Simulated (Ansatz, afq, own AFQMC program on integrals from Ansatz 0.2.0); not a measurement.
**H3O, doublet in cc-pVTZ, levels against CCSDT(Q)**

```yaml
atoms:
  - { symbol: O, position_ang: [-0.1468, -0.0491, 0.0000] }
  - { symbol: H, position_ang: [-0.3961, 0.8775, 0.0000] }
  - { symbol: H, position_ang: [0.9422, -0.0491, 0.0000] }
  - { symbol: H, position_ang: [1.7842, -0.0491, 0.0000] }
```

Basis cc-pVTZ. Only valence electrons are correlated. Ansatz 0.2.0 and our own AFQMC program on the same integrals; the CISD trial comes from CCSD amplitudes, and released means the phaseless constraint is let go. Error bars are statistical, one sigma.

Determinant: UHF, the one that the program's search chose, which needn't be the lowest solution. The geometry is a point of a scan.

No full CI on the walks' own integrals is used here; CCSDT(Q) serves as the reference and is uncertain by about the last step of the cluster series.

- T1 diagnostic: 0.0159
- weight of the determinant in the CISD state: 0.925
- ⟨S²⟩ of the determinant: 0.780
- size of the correlated space: 9 electrons in 71 orbitals

Reference: CCSDT(Q), correlation energy -7.911 eV. The released energy is read at 2.40 1/Eh (meV from the phaseless value at times in 1/Eh: -2 ± 3 at 0.24, -4 ± 3 at 0.51, -8 ± 3 at 0.99, -4 ± 5 at 1.62, -1 ± 5 at 2.40).

| level | E − E(reference) (kJ/mol) | share of correlation (%) |
| --- | --- | --- |
| HF | 763.3 | 0.00 |
| MP2 | 57.7 | 92.44 |
| CCSD | 24.3 | 96.81 |
| CCSD(T) | 1.9 | 99.75 |
| CCSDT | 1.2 | 99.85 |
| ph-AFQMC/CISD | 0.9 ± 0.4 | 99.88 |
| released AFQMC | 0.8 ± 0.4 | 99.90 |

A walk keeps the symmetry of its determinant, which the program's search chose and which needn't be the lowest solution, so a lower state of the same spin and another symmetry isn't excluded. Released energies are given only where the last usable release times agree within the noise; a slower fall can still hide under it.
